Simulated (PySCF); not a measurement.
An unknown is described by computed data only.

Formula: C5H5F.

* 1H NMR: chemical shifts (computed TMS as zero) by class: 6.05 (1 H), 5.82 (1 H), 5.73 (1 H), 5.20 (2 H) ppm [GIAO PBE0/pcSseg-1]
* NMR, other nuclei: isotropic shieldings of nuclei other than C and H, by class: 421 (1 F) ppm [GIAO PBE0/pcSseg-1]
* 13C NMR: chemical shifts (computed TMS as zero) by class: 134.6 (1 C), 125.0 (1 C), 95.2 (1 C), 94.8 (1 C), 71.5 (1 C) ppm [GIAO PBE0/pcSseg-1]
* Rotational structure: rotational constants A, B, C: 22.139, 1.263, 1.204 GHz [PBE0-D3(BJ)/def2-SVP]
* Polarisability: 65.8 au [CAM-B3LYP/def2-SVPD]
* Couplings: largest of the computed one-bond spin–spin couplings (means over like bonds): 19F–13C -243.3, 13C–13C +200.4, 13C–1H +173.3, 13C–1H +170.8, 13C–1H +170.5, 13C–1H +158.9 (×2), 13C–13C +98.5, 13C–13C +87.1 Hz [B3LYP/pcJ-1, spin–dipole term left out for some pairs]

Gas-phase values; electronic properties from PySCF, density fitting. Levels stand in brackets. Geometry: PBE0-D3(BJ)/def2-SVP; no solvent, vibrations or thermal averaging. Each NMR value is the plain mean over a class of atoms that symmetry, rotation or inversion makes alike.

Q: Give a SMILES that accounts for the data.

A: Numbering: `[CH2:1]=[CH:2][C:3]#[C:4][CH2:5][F:6]`. Its formula, C5H5F, gives 3 degrees of unsaturation: 0 rings and 3 π bonds in the structure found. 5 carbons fall into 5 classes; from least to most shielded: terminal =CH2 carbon [C1] (134.6 ppm), alkene CH carbon [C2] (125.0 ppm), alkyne carbon [C4] (95.2 ppm), alkyne carbon [C3] (94.8 ppm), sp3 C–F carbon [C5] (71.5 ppm). Hydrogen classes from least to most shielded: 1 H on an alkene CH carbon, C2 (6.05 ppm), 1 H on a terminal =CH2 carbon, C1 (5.82 ppm), 1 H on a terminal =CH2 carbon, C1 (5.73 ppm), 2 H on an sp3 C–F carbon, C5 (5.20 ppm). The other shieldings belong to: 421 ppm, alkyl fluorine [F6]. The couplings run between: -243.3 Hz, alkyl fluorine [F6] and sp3 C–F carbon [C5]; +200.4 Hz, alkyne carbon [C3] and alkyne carbon [C4]; +173.3 Hz, terminal =CH2 carbon [C1] and its hydrogen; +170.8 Hz, alkene CH carbon [C2] and its hydrogen; +170.5 Hz, terminal =CH2 carbon [C1] and its hydrogen; +158.9 Hz, sp3 C–F carbon [C5] and its hydrogen (with 1 like pair); +98.5 Hz, alkene CH carbon [C2] and alkyne carbon [C3]; +87.1 Hz, alkyne carbon [C4] and sp3 C–F carbon [C5]. The optimised geometry has point group Cs and is an asymmetric top. Structure: `C(C#CCF)=C`. Computed isomers that give other values at the same levels: `C#CC1(F)CC1` (rotational constant A: 6.198 GHz; this holds for the one conformer computed); `FC1=CC=CC1` (rotational constant A: 8.342 GHz; this holds for the one conformer computed); `C=C=CC(=C)F` (13C chemical shifts (computed TMS as zero) by class: 225.3 (1 C), 166.7 (1 C), 97.7 (1 C), 94.2 (1 C), 85.1 (1 C) ppm). The assignments are read from this structure; whether some other isomer fits the data as well wasn't checked.
